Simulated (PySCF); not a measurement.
Simulated outer-valence photoelectron spectrum of `C(#P)C#N` (cyanophosphaethyne). Method used: EOM-IP-CCSD/aug-cc-pVDZ in PySCF, restricted Hartree–Fock reference, frozen core, non-relativistic, gas phase, PBE0-D3(BJ)/def2-SVP geometry.

Each root has a Gaussian of 0.4 eV full width with its one-hole share as area; cross sections and vibrations are left out, and the highest printed point is 100.

| ionisation energy (eV) | intensity |
| --- | --- |
| 10.5 | 0 |
| 10.6 | 1 |
| 10.7 | 5 |
| 10.8 | 16 |
| 10.9 | 37 |
| 11.0 | 62 |
| 11.1 | 72 |
| 11.2 | 59 |
| 11.3 | 35 |
| 11.4 | 14 |
| 11.5 | 4 |
| 11.6 | 1 |
| 11.7 | 0 |
| 11.8 | 0 |
| 11.9 | 0 |
| 12.0 | 0 |
| 12.1 | 0 |
| 12.2 | 0 |
| 12.3 | 0 |
| 12.4 | 0 |
| 12.5 | 0 |
| 12.6 | 0 |
| 12.7 | 0 |
| 12.8 | 2 |
| 12.9 | 6 |
| 13.0 | 16 |
| 13.1 | 28 |
| 13.2 | 34 |
| 13.3 | 30 |
| 13.4 | 20 |
| 13.5 | 15 |
| 13.6 | 25 |
| 13.7 | 52 |
| 13.8 | 84 |
| 13.9 | 100 |
| 14.0 | 86 |
| 14.1 | 53 |
| 14.2 | 23 |
| 14.3 | 7 |
| 14.4 | 2 |
| 14.5 | 0 |

**Question.** Where are the maxima, and how many lines lie under the curve?

**Answer.** 3 maxima, at 11.1, 13.2 and 13.9 eV, from 4 lines (6 roots with degenerate partners counted). At this width some lines have no maximum of their own.

**Question.** List the lines with their holes.

**Answer.** 
| E (eV) | leading hole (HF orbital) | area | Koopmans (eV) |
| --- | --- | --- | --- |
| 11.09 | HOMO/HOMO-1 | 1.92 | 10.90 |
| 13.21 | HOMO-5 | 0.92 | 16.18 |
| 13.84 | HOMO-4 | 0.91 | 14.70 |
| 13.93 | HOMO-2/HOMO-3 | 1.84 | 14.63 |

The widest gap, 2.12 eV, lies between 11.09 and 13.21 eV. Only orbitals with −ε under 21 eV, eight at most, were ionised, so the high end of the curve may lack lines.

The run took 2.6 min of wall time on one thread of an Arm Neoverse V1, shared host, and the process peaked at 0.81 GiB of memory.
